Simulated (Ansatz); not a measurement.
Base system: InSb in the zinc blende structure (space group F-43m, No. 216; a = 6.635 Å).

Computed with DFT with PBE, PAW potentials and a 420 eV plane-wave cutoff in Ansatz (a program for electronic structure), scalar-relativistic without spin-orbit coupling, earlier PAW set.

Perturbation: every Sb is replaced by P, then cell and atoms are relaxed.

Measured lattice parameter a: InSb 6.468 Å (static lattice; corrected from measurement; as listed in Daniel Mejia-Rodriguez, S. B. Trickey, Phys. Rev. B (2018)); InP 5.858 Å (static lattice; corrected from measurement; as listed in Daniel Mejia-Rodriguez, S. B. Trickey, Phys. Rev. B (2018)).

How well does PBE reproduce the measured shift?

With PBE the lattice parameter a moves by -0.675 Å (6.635 → 5.960) against -0.610 Å measured.

Stability against distortions was not tested. All final runs are without spin polarisation.
